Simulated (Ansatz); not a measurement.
The end point of a relaxation of GaN. Space group P6₃mc (No. 186), wurtzite type. These are PBE (plane waves to 420 eV, PAW, scalar-relativistic; Ansatz, a first-principles code) values and carry that method's errors.

```xyz
4
Lattice="3.2184 0.0000 0.0000 -1.6092 2.7872 0.0000 0.0000 0.0000 5.2430" Properties=species:S:1:pos:R:3 pbc="T T T"
Ga     1.6092     0.9291     0.0051
Ga     0.0000     1.8581     2.6266
N      1.6092     0.9291     3.2729
N      0.0000     1.8581     0.6514
```

| Property | Value |
|---|---|
| Volume per atom | 11.76 Å³ |
| Band gap | 1.71 eV, direct at Γ (no spin-orbit coupling) |
| Shortest distances | Ga–N 1.97 Å; Ga–Ga 3.21 Å; N–N 3.21 Å |
| k-mesh | 12×12×6 |

Band energies at high-symmetry points (eV from the VBM; labels of this space group; no spin-orbit coupling), from −5 eV up to 5.7 eV:

| point | energies |
|---|---|
| Γ | -1.00 -1.00 -0.04 0.00 0.00 1.71 4.07 |
| M | -4.07 -2.64 -2.11 -0.96 4.99 5.37 |
| K | -2.87 -2.87 -2.62 5.18 |
| A | -3.79 -3.79 -0.51 -0.51 -0.51 -0.51 4.06 4.06 |
| L | -1.87 -1.87 -1.83 -1.83 4.31 4.31 |
| H | -4.04 -4.04 -1.42 -1.42 |

No spin polarisation in the result.

Measured for GaN: a 3.189 Å (room temperature; as listed in M J Lucero, T M Henderson, G E Scuseria, Journal of Physics Condensed Matter (2012)); c 5.185 Å (room temperature; as listed in M J Lucero, T M Henderson, G E Scuseria, Journal of Physics Condensed Matter (2012)); gap 3.68 eV (static lattice; corrected from measurement; as listed in Wei Chen et al., Physical Review Materials (2018)). Computed minus measured — a: PBE +0.9 %; c: PBE +1.1 %; gap: PBE -1.97 eV. The computed values are for a static lattice, and a measured gap can be an optical one, lowered by exciton binding.

The run could not lose the symmetry of its start; a randomly shaken copy of 4 atoms returns to this structure.
